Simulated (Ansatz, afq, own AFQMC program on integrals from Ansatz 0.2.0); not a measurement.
# ZrHCl2, sextet: AFQMC among the cluster methods

```xyz
4

Zr    0.0000    0.0000    0.9366
Cl    0.0000   -1.2797   -1.2530
Cl    0.0000    1.2797   -1.2530
H     0.0000    0.0000    3.3821
```

Connectivity, by distances: Cl–ZrH–Cl.

Basis def2-SVP with its core potentials. Only valence electrons are correlated. Ansatz 0.2.0 and our own AFQMC program on the same integrals; the CISD trial comes from CCSD amplitudes, and released means the phaseless constraint is let go. ± is one standard error of the sampling. No spin–orbit coupling. The metal's outer-core s and p shells are frozen, which shifts wave-function levels against functionals.

Determinant: UHF, the one that the program's search chose, which needn't be the lowest solution. The geometry is a PBE0/def2-TZVP stationary point of this or a neighbouring charge and spin state.

No full CI on the walks' own integrals is used here; CCSDT(Q) serves as the reference and is uncertain by about the last step of the cluster series.

Cautions: no spin-orbit coupling; outer-core shells of the metal frozen; another spin lies lower (by 2.59 eV).

The T1 diagnostic is 0.0169. The weight of the determinant in the CISD state is 0.855 and the ⟨S²⟩ of the determinant is 8.768. The size of the correlated space is 19 electrons in 58 orbitals.

Reference: CCSDT(Q), correlation energy -9.334 eV. The released energy is read at 1.80 1/Eh, later times being too noisy (meV from the phaseless value at times in 1/Eh: -12 ± 5 at 0.24, -22 ± 5 at 0.60, -41 ± 5 at 1.20, -42 ± 6 at 1.80, -99 ± 60 at 2.60).

| level | E − E(reference) (mEh) | share of correlation (%) |
| --- | --- | --- |
| HF | 343.00 | 0.00 |
| MP2 | 42.03 | 87.75 |
| CCSD | 10.41 | 96.96 |
| CCSD(T) | 2.02 | 99.41 |
| CCSDT | 0.79 | 99.77 |
| ph-AFQMC/HF | 7.08 ± 1.20 | 97.94 |
| ph-AFQMC/CISD | 1.65 ± 0.19 | 99.52 |
| released AFQMC | 0.10 ± 0.23 | 99.97 |

A walk keeps the symmetry of its determinant, which the program's search chose and which needn't be the lowest solution, so a lower state of the same spin and another symmetry isn't excluded. Released energies are given only where the last usable release times agree within the noise; a slower fall can still hide under it.
